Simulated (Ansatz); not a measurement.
# Worked example: correlation energy of Ge–B–PH, quartet

Geometry: displaced at random from a stationary point.

```xyz
4

Ge    0.0646   -0.2876    2.4593
B    -0.1003   -0.2565    0.5128
P    -0.0237   -0.4078   -1.4036
H     0.0594    0.9519   -1.5684
```

Basis cc-pVDZ; Ansatz 0.2.0. Correlated methods freeze the noble-gas cores and the filled d shells of p-block atoms, which leaves 13 electrons in 44 orbitals. Prefix R: restricted or restricted open-shell reference; prefix U: unrestricted. No spin–orbit coupling is included, and no scalar relativity.

Full CI isn't at hand for all of this; UCCSDT(Q) serves as the reference, and is uncertain by about the last step of the cluster series.

Runs differ by some tens of microhartree through their thresholds and, for an open shell, their frozen cores, so steps under 0.03 kcal/mol mean nothing.

```
    level  total energy (hartree)
      UHF            -2441.246052
     UMP2            -2441.461890
    UCCSD            -2441.505585
 UCCSD(T)            -2441.515904
   UCCSDT            -2441.517817
UCCSDT(Q)            -2441.518575
```

Question: What is the correlation energy at UCCSDT(Q), and what share of it do UMP2 and UCCSD(T) recover?

Answer: E(corr) = -2441.518575 − (-2441.246052) = -0.272523 hartree = -7.416 eV. UMP2: -0.215838 / -0.272523 = 79.20 %. UCCSD(T): -0.269852 / -0.272523 = 99.02 %.

Question: By how many kcal/mol does UCCSD(T) miss UCCSDT(Q) (1 hartree = 627.509 kcal/mol), and which steps make up the rest?

Answer: -2441.515904 − (-2441.518575) = 0.002671 hartree = 1.68 kcal/mol. Steps: UCCSDT − UCCSD(T) = -1.20, UCCSDT(Q) − UCCSDT = -0.48 kcal/mol. Differences between like states or geometries often cancel part of this.
